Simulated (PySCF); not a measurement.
# Br2F−, cut into parts across a bond: interaction energy

The task here is to estimate one member of a computed series from the others.

Programs: PySCF 2.14.0. All values are calculated, for the isolated system unless a continuum is named. Atoms count from 0, parts from 1.

## Starting point

3 atoms, charge -1, multiplicity 1; geometry: GFN2-xTB. Parts: 1 = atoms 0–1, `FBr`, charge 0; 2 = atom 2, `[Br-]`, charge -1. In the given geometry Br0 and Br2 of different parts are bonded (2.47 Å), so values for the parts refer to these atom groups.

Set-up of the first run:

The job: settings as JSON, then the geometry in Å.

```
{"job": {"xc": "PBE0", "basis": "def2-TZVPD", "d3": "d3bj", "grid": 3, "kind": "geom", "shake": 0.01}, "charge": -1, "multiplicity": 1, "parts": [{"atoms": "0-1", "charge": 0, "multiplicity": 1}, {"atoms": "2-2", "charge": -1, "multiplicity": 1}]}
Br     0.982153    -0.274606     0.295524
F     -1.009180     0.135347    -0.162804
Br     3.350518    -0.729602     0.838524
```

Started as:

```console
OMP_NUM_THREADS=1 python cluster_run.py task.json out
```

This one command runs all jobs of the session in turn.

Among the steps run: Optimising the geometry at PBE0-D3(BJ)/def2-TZVPD; Coupled-cluster interaction energy: CCSD(T) and MP2, 2.56 Å; Coupled-cluster interaction energy: CCSD(T) and MP2, 2.69 Å; Coupled-cluster interaction energy: CCSD(T) and MP2, 2.82 Å; Coupled-cluster interaction energy: CCSD(T) and MP2, 2.43 Å; Coupled-cluster interaction energy: CCSD(T) and MP2, 3.20 Å; Coupled-cluster interaction energy: CCSD(T) and MP2, 2.30 Å; Coupled-cluster interaction energy: CCSD(T) and MP2, 3.84 Å; Coupled-cluster interaction energy: CCSD(T) and MP2, 5.12 Å.

One of the session's tables, all rows but one given; the rest of the session is left out.

It belongs to the step «Coupled-cluster interaction energy: CCSD(T) and MP2, 5.12 Å». 

```
                 method  interaction energy (kcal/mol)
         HF/aug-cc-pVDZ                          -7.39
        MP2/aug-cc-pVDZ                          -6.64
       CCSD/aug-cc-pVDZ                              ?
    CCSD(T)/aug-cc-pVDZ                          -6.54
         HF/aug-cc-pVQZ                          -7.35
        MP2/aug-cc-pVQZ                          -6.62
    SCS-MP2/aug-cc-pVQZ                          -6.49
      MP2, extrapolated                          -6.63
CCSD(T), limit estimate                          -6.52
```

Estimate the missing values for CCSD/aug-cc-pVDZ.

As computed: interaction energy (kcal/mol): -6.60. In the column «interaction energy (kcal/mol)» it lies between MP2/aug-cc-pVQZ (-6.62) and CCSD(T)/aug-cc-pVDZ (-6.54).
